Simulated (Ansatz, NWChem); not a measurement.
## How basis sets differ on BH5S (SMILES [BH3-][SH2+])

BH5S: 7 atoms, total charge 0, spin state singlet. SMILES: `[BH3-][SH2+]`. The shape is that of a PBE0-D4/def2-TZVP optimisation.

Each level gives the vertical ionisation energy (to the doublet cation) (eV). The values are calculated.

| level | kind | program | value (eV) | CPU time (all runs) |
| --- | --- | --- | --- | --- |
| HF/STO-3G | Hartree–Fock | Ansatz | 9.32 | 0.86 s |
| HF/def2-SVP | Hartree–Fock | NWChem | 10.38 | 12 s |
| HF/def2-SVPD | Hartree–Fock | NWChem | 10.37 | 35 s |
| HF/def2-TZVP | Hartree–Fock | NWChem | 10.35 | 74 s |
| HF/def2-TZVPD | Hartree–Fock | NWChem | 10.34 | 2.8 min |

The values span 9.32 to 10.38 eV. Without the sets that lack polarisation functions the rows with a basis span only 10.34 to 10.38 eV. Times are those of the runs behind each value, whatever else they computed, on shared processors of several kinds: orders of magnitude only.
